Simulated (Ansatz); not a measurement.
**CH2Al+ (triplet): the correlation ladder, cc-pVDZ**

An exercise on one series of results from a longer session: the logs are not shown, and one member is left open.

Method: cc-pVDZ, core rule «outside noble gas», up to 6 orbitals frozen; program: Ansatz 0.2.0, Gaussian basis.

Plan: UHF; CCSD(T) on ROHF; CCSD(T) on UHF; BCCD(T) on ROHF; CISD; CCSDT(Q) on ROHF; CCSDT(Q) on UHF.

30 further runs of the same task are left out: 2 for a known fault of the program, 13 that didn't finish, 15 set aside as unsound or not needed.

### The geometry

The geometry is a PBE0/def2-TZVP stationary point (not a proven minimum) of the parent state, kept for this charge and spin.

4 atoms, charge 1, spin multiplicity 3.

Atoms are counted from 1 here; the program's logs count them from 0.

Bond lengths: Al1–C2 1.925 Å, Al1–H3 1.580 Å, Al1–H4 1.580 Å. Angles: C2–Al1–H3 117.7°, C2–Al1–H4 117.7°, H3–Al1–H4 124.6°.

The first run:

File in.yaml:

```yaml
crystal:
  periodic: [false, false, false]
  atoms:
    - {symbol: Al, position_ang: [0.000000, 0.000000, 0.527635]}
    - {symbol: C, position_ang: [0.000000, 0.000000, -1.397228]}
    - {symbol: H, position_ang: [0.000000, 1.398998, 1.262610]}
    - {symbol: H, position_ang: [0.000000, -1.398998, 1.262610]}
basis:
  gaussian: {orbitals: cc-pVDZ}
total_charge: 1
magnetization: {spin_polarized: true, initial_magnetization: 2}
hamiltonian: {xc: hf}
output: {orbitals: {seedname: orbitals}}
```

Started as:

```sh
$ ansatz run in.yaml --threads 1 --pin off --events-out ev --progress --plain --max-ram 2393MiB
```

Steps of the session up to this table: UHF; CCSD(T) on ROHF; CCSD(T) on UHF; BCCD(T) on ROHF; CISD; CCSDT(Q) on ROHF; CCSDT(Q) on UHF.

One of the session's tables, all rows but one given; the rest of the session is left out.

```
   method  from UCCSDT(Q) (kJ/mol)
     ROHF                   +410.4
      UHF                   +401.5
     RMP2                   +121.5
     UMP2                   +119.9
     CISD                    +37.9
    RCCSD                    +15.9
    UCCSD                    +15.8
 RCCSD(T)                     +5.6
 UCCSD(T)                     +5.6
  BCCD(T)                     +5.8
   RCCSDT                     +0.9
   UCCSDT                     +0.9
RCCSDT(Q)                        ?
UCCSDT(Q)                        0
```

Estimate the missing values for RCCSDT(Q).

**Answer.** from UCCSDT(Q) (kJ/mol): +0.2. In the column «from UCCSDT(Q) (kJ/mol)» it lies between UCCSDT(Q) (0) and RCCSDT (+0.9).

To keep in mind: Restricted and unrestricted rows rest on different reference determinants; where their highest levels disagree by more than a few hundredths of an eV, they describe different states and don't form one ladder.
